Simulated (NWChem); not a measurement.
**One shape, several levels: SiH4 (silane)**

Aim: a comparison of 6 runs (PBE0/cc-pVTZ, B2PLYP/cc-pVTZ, B3LYP/cc-pVTZ, BHLYP/cc-pVTZ, M06-2X/cc-pVTZ, wB97X/cc-pVTZ) of SiH4 (silane). 

Program for the calculation: NWChem 7.3.0.

### 1 The system as given

The species is SiH4 (5 atoms), meant as a singlet with charge 0. SMILES: `[SiH4]`. The Si1–H5 distance was set to 2.672 Å, away from the relaxed value. At this shape a bond of the SMILES string is far longer than usual.

Bond lengths: Si1–H2 1.485 Å, Si1–H3 1.485 Å, Si1–H4 1.485 Å. Angles: H2–Si1–H3 109.5°, H2–Si1–H4 109.5°, H3–Si1–H4 109.5°.

### 2 The energy at PBE0/cc-pVTZ (run 1)

The input, work.nw:

```
start work
memory stack 880 mb heap 220 mb global 1100 mb
geometry units angstroms noautosym nocenter noautoz
   Si   -0.374786   -1.106999    0.211172
   H     0.592814   -1.795399    1.102172
   H    -1.705786   -1.062099    0.867272
   H    -0.479886   -1.847299   -1.071328
   H     0.468500    1.383800   -0.264200
end
basis spherical bse
   Si library cc-pVTZ
   H library cc-pVTZ
end
dft
   xc pbe0
   grid fine
   convergence energy 1e-08
   iterations 100
   mulliken
   print low
end
task dft energy
```

Launch:

```bash
nwchem work.nw > work.out
```

The log of the run:

```text
[...]
 d= 0,ls=0.0,diis     1   -291.6166330455 -3.10D+02  5.18D-03  1.42D-01     3.3
[...]
 d= 0,ls=0.0,diis     8   -291.6366244237 -9.01D-10  3.76D-07  2.04D-09    18.6
         Total DFT energy =     -291.636624423739
      One electron energy =     -440.298499085114
           Coulomb energy =      151.872298929143
    Exchange-Corr. energy =      -22.066886438400
 Nuclear repulsion energy =       18.856462170632
[...]
      Total Density - Mulliken Population Analysis
     ---------------------------------------------
    Atom       Charge   Shell Charges
 -----------   ------   -------------------------------------------------------
    1 Si  14    13.89   2.00  1.88  0.20  0.89  0.36  5.51  0.60  1.50  0.74  0.08  0.10  0.01
    2 H    1     0.99   0.24  0.53  0.21  0.00  0.01  0.00
    3 H    1     0.99   0.24  0.53  0.21  0.00  0.01  0.00
    4 H    1     0.99   0.24  0.53  0.21  0.00  0.01  0.00
    5 H    1     1.13   0.16  0.44  0.53 -0.00  0.00  0.00
[...]
```

Wall time 20 s (1 thread of Intel Xeon Platinum 8259CL at 2.50GHz (Skylake/Cascade Lake), shared host); peak memory 0.11 GiB.

### 3 A single-point energy at B2PLYP/cc-pVTZ (run 2)

The input, work.nw:

```
start work
memory total 2200 mb
geometry units bohr noautosym nocenter noautoz
Si    -0.70824290    -2.09192493     0.39905725
H      1.12025610    -3.39281239     2.08280322
H     -3.22346837    -2.00707623     1.63890656
H     -0.90685311    -3.49088918    -2.02451651
H      0.88533669     2.61500301    -0.49926564
end
basis "ao basis" spherical bse
* library cc-pVTZ
end
dft
xc hfexch 0.53 becke88 0.47 lyp 0.73 mp2 0.27
dftmp2 semidirect
grid fine
convergence energy 1e-08
iterations 100
mulliken
end
mp2
freeze core 5
end
task dft
```

Launch:

```bash
nwchem work.nw > work.out
```

The log of the run:

```text
[...]
          Wavefunction type:  closed shell.
          No. of atoms     :     5
          No. of electrons :    18
[...]
          Charge           :     0
          Spin multiplicity:     1
[...]
          AO basis - number of functions:    90
[...]
              XC Information
              --------------
                     Hartree-Fock (Exact) Exchange  0.530
                    Becke 1988 Exchange Functional  0.470
              Lee-Yang-Parr Correlation Functional  0.730
[...]
 d= 0,ls=0.0,diis     1   -291.5662842919 -3.10D+02  3.36D-03  1.03D-01     3.3
[...]
 d= 0,ls=0.0,diis     7   -291.5852381696 -6.83D-10  1.85D-07  2.70D-10    16.4
         Total DFT energy =     -291.585238169567
      One electron energy =     -440.121343899327
           Coulomb energy =      151.708627957730
    Exchange-Corr. energy =      -22.028983045980
 Nuclear repulsion energy =       18.856460818010
[...]
      Total Density - Mulliken Population Analysis
     ---------------------------------------------
    Atom       Charge   Shell Charges
 -----------   ------   -------------------------------------------------------
    1 Si  14    13.82   2.00  1.89  0.19  0.87  0.35  5.51  0.59  1.46  0.71  0.09  0.13  0.02
    2 H    1     1.01   0.24  0.52  0.22  0.00  0.01  0.00
    3 H    1     1.01   0.24  0.52  0.22  0.00  0.01  0.00
    4 H    1     1.01   0.24  0.52  0.22  0.00  0.01  0.00
    5 H    1     1.17   0.16  0.43  0.57  0.00  0.01  0.00
[...]
  Basis functions       =     90
[...]
```

It took 21 s on 1 thread of Intel Xeon Platinum 8259CL at 2.50GHz (Skylake/Cascade Lake), shared host; peak memory 0.16 GiB.

Runs 3 to 5 aren't shown in full; the table further down has their settings and results.

### 4 The energy at wB97X/cc-pVTZ (run 6)

The input, h4si.xyz:

```xyz
5
H4Si
Si    -0.374786    -1.106999     0.211172
H      0.592814    -1.795399     1.102172
H     -1.705786    -1.062099     0.867272
H     -0.479886    -1.847299    -1.071328
H      0.468500     1.383800    -0.264200
```

The input, run.py:

```python
from ase.io import read
from ase.calculators.nwchem import NWChem

mol = read('h4si.xyz')

calc = NWChem(
    label='h4si',
    theory='dft',
    memory='2200 mb',
    basis='cc-pVTZ',
    basispar='spherical bse',
    dft={'xc': 'wb97x', 'mult': '1', 'grid': 'fine', 'convergence': 'energy 1e-08', 'iterations': '100', 'mulliken': None},
    task='energy',
)
mol.calc = calc

print("Total energy (eV):", round(mol.get_potential_energy(), 6))
print("dipole (e A):", mol.get_dipole_moment().round(4))
```

Launch:

```bash
export ASE_NWCHEM_COMMAND="nwchem PREFIX.nwi > PREFIX.nwo"
python run.py
```

The log of the run:

```text
Total energy (eV): -7939.033322
dipole (e A): [-0.1379 -0.4074  0.0777]
```

The calculator wrote h4si.nwi:

```
title "h4si"

permanent_dir h4si

scratch_dir h4si

start h4si

geometry units angstrom nocenter noautosym noautoz
  Si -3.7478600000000001e-01 -1.1069990000000001e+00 2.1117200000000000e-01
  H  5.9281399999999995e-01 -1.7953990000000000e+00 1.1021719999999999e+00
  H  -1.7057860000000000e+00 -1.0620989999999999e+00 8.6727200000000004e-01
  H  -4.7988599999999998e-01 -1.8472990000000000e+00 -1.0713280000000001e+00
  H  4.6850000000000003e-01 1.3837999999999999e+00 -2.6419999999999999e-01
end

memory 2200 mb

basis spherical bse noprint
   * library cc-pVTZ
end

dft
  xc wb97x
  mult 1
  grid fine
  convergence energy 1e-08
  iterations 100
  mulliken
end

task dft energy
```

h4si.nwo:

```text
Northwest Computational Chemistry Package (NWChem) 7.3.0
             --------------------------------------------------------

           Job information
           ---------------

    nwchem branch   = 7.3.0
    use scalapack   = T
    input           = h4si.nwi
    prefix          = h4si.
    data base       = h4si/h4si.db
    status          = startup
    nproc           =        1

           Memory information
           ------------------

    heap     =     72089594 doubles =      550.0 Mbytes
    stack    =     72089599 doubles =      550.0 Mbytes
    global   =    144179200 doubles =     1100.0 Mbytes (distinct from heap & stack)
    total    =    288358393 doubles =     2200.0 Mbytes
    verify   = yes
    hardfail = no

           Directory information
           ---------------------

  0 permanent = h4si
  0 scratch   = h4si

                                NWChem Input Module
                                -------------------

                                       h4si
                                       ----

[... 79 lines left out ...]
  convergence criterion.
[... 18 lines left out ...]
          Convergence on energy requested:  1.00D-08
[... 1 line left out ...]
          Convergence on gradient requested:  5.00D-04
[... 28 lines left out ...]
          Convergence Information
[... 2 lines left out ...]
          total energy or number of iterations.
[... 27 lines left out ...]
 1-e energy   =    -439.746101
[... 27 lines left out ...]
   convergence    iter        energy       DeltaE   RMS-Dens  Diis-err    time
[... 8 lines left out ...]
      One electron energy =     -440.150493465384
[... 1 line left out ...]
    Exchange-Corr. energy =      -22.183509672423
[... 6 lines left out ...]
                       DFT Final Molecular Orbital Analysis
[... 652 lines left out ...]
    Atom       Charge   Shell Charges
 -----------   ------   -------------------------------------------------------
    1 Si  14    13.53   1.99  1.40  0.49  0.70  0.35  4.80  1.14  1.32  1.00  0.08  0.22  0.03
    2 H    1     1.11   0.24  0.48  0.30  0.00  0.08  0.01
    3 H    1     1.11   0.24  0.48  0.30  0.00  0.08  0.01
    4 H    1     1.11   0.24  0.48  0.30  0.00  0.08  0.01
    5 H    1     1.14   0.17  0.42  0.54  0.00  0.01  0.00

 center of mass
 --------------
 x =  -0.68594280 y =  -2.02605753 z =   0.38651613

 moments of inertia (a.u.)
 ------------------
          37.009258871353          -5.180197386940           0.988770015972
          -5.180197386940          23.463010479099           2.919444333422
           0.988770015972           2.919444333422          38.203521623820

     Multipole analysis of the density
     ---------------------------------

     L   x y z        total         alpha         beta         nuclear
     -   - - -        -----         -----         ----         -------
     0   0 0 0      0.000000     -9.000000     -9.000000     18.000000

     1   1 0 0     -0.260646      5.889741      5.889741    -12.040128
[... 8 lines of this table left out ...]
     2   0 0 2    -12.787086    -13.194278    -13.194278     13.601469

 Task  times  cpu:       54.1s     wall:       54.1s
 Total times  cpu:       54.1s     wall:       54.1s
```

It took 56 s on 1 thread of Intel Xeon Platinum 8259CL at 2.50GHz (Skylake/Cascade Lake), shared host; peak memory 0.11 GiB.

### 5 Overview of the runs

| run | level | frozen core orbitals | energy (Eh) | wall time |
| --- | --- | --- | --- | --- |
| 1 | PBE0/cc-pVTZ | – | -291.636624 | 20 s |
| 2 | B2PLYP/cc-pVTZ | 5 | -291.638148 | 21 s |
| 3 | B3LYP/cc-pVTZ | – | -291.799239 | 22 s |
| 4 | BHLYP/cc-pVTZ | – | -291.757946 | 17 s |
| 5 | M06-2X/cc-pVTZ | – | -291.729110 | 23 s |
| 6 | wB97X/cc-pVTZ | – | -291.754096 | 56 s |

### 6 Outcome

```
            quantity          value
 run 6: total energy  -291.75410 Eh
run 6: dipole moment         2.10 D
  run 6: HOMO energy       -9.42 eV
  run 6: LUMO energy       -0.84 eV
run 6: HOMO–LUMO gap        8.58 eV
```

What this shows: Over runs 2, 3, 4, 5, 6 the dipole moment (its size) runs from 1.81 D (B3LYP/cc-pVTZ) to 2.10 D (wB97X/cc-pVTZ). Over runs 2, 3, 4, 6 the HOMO–LUMO gap runs from 4.05 eV (B3LYP/cc-pVTZ) to 8.58 eV (wB97X/cc-pVTZ). Totals of different functionals can't be ranked against each other. In runs 1, 2, 3, 4, 5, 6 a closed-shell determinant meets a far-stretched bond, which it describes badly. All runs together took 2.6 min, the longest 56 s.
